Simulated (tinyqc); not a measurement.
Inside a calculation. Method: UHF in the sto-3g basis, for BH, spin multiplicity 3. This run ends on a higher stationary point, not on the lowest solution. Computed by tinyqc, a small Python program that keeps every step (integrals from PySCF). Settings: charge = 0, multiplicity = 3, basis = sto-3g, energy threshold = 1e-10, iteration cap = 50, orthogonalisation = symmetric, start = core, DIIS depth = 4, damping = 0.3, method = UHF. Command: `OMP_NUM_THREADS=1 python tinyqc.py 24963 24964 out.jsonl` (the two numbers bound the seeds that draw the settings). One thread of a shared host (Intel(R) Xeon(R) Processor @ 2.60GHz), about 0.1 s of CPU time with the checks.

Geometry (angstrom):
```
atom         x         y         z
B     0.000000  0.000000  0.000000
H     0.000000  0.000000  1.938000
```

Stop when the energy changes by less than 1e-10 hartree and every element of the error matrix X^T (F D S - S D F) X (for each spin) is below 3e-06.

Course of the cycle:
```
iteration   E (hartree)     change  largest element of the error matrix
1          -24.10080726          -                             1.43e-01
2          -24.41167525  -3.11e-01                             3.05e-02
3          -24.53321426  -1.22e-01                             2.21e-02
4          -24.57466546  -4.15e-02                             2.28e-02
5          -24.58706276  -1.24e-02                             2.26e-02
6          -24.55317279   3.39e-02                             6.72e-03
7          -24.57503733  -2.19e-02                             3.68e-03
8          -24.58158811  -6.55e-03                             3.15e-03
9          -24.58306926  -1.48e-03                             6.80e-04
10         -24.58397603  -9.07e-04                             3.08e-04
11         -24.58426704  -2.91e-04                             1.42e-04
12         -24.58435419  -8.71e-05                             5.24e-05
13         -24.58438042  -2.62e-05                             1.49e-05
14         -24.58438835  -7.92e-06                             4.86e-06
15         -24.58439073  -2.38e-06                             1.46e-06
16         -24.58439144  -7.14e-07                             4.39e-07
17         -24.58439166  -2.14e-07                             1.32e-07
18         -24.58439172  -6.43e-08                             3.98e-08
19         -24.58439174  -1.93e-08                             1.19e-08
20         -24.58439175  -5.79e-09                             3.58e-09
21         -24.58439175  -1.74e-09                             1.08e-09
22         -24.58439175  -5.21e-10                             3.23e-10
23         -24.58439175  -1.56e-10                             9.68e-11
24         -24.58439175  -4.69e-11                             2.90e-11
```

Can the last value be used, and what does the course show?

No, though the log alone does not show it. Converged in 24 iterations. But the solution lies 0.04680 hartree above the reference: it is another stationary point, not the lowest one. Reruns (cap 100 unless said): DIIS 8: converged in 12 to a higher stationary point; damping 0.5: converged in 87; level shift 0.5: converged in 78; atomic densities as start, DIIS 8: converged in 12. PySCF UHF in the same basis, after a stability check = -24.63119534 hartree.
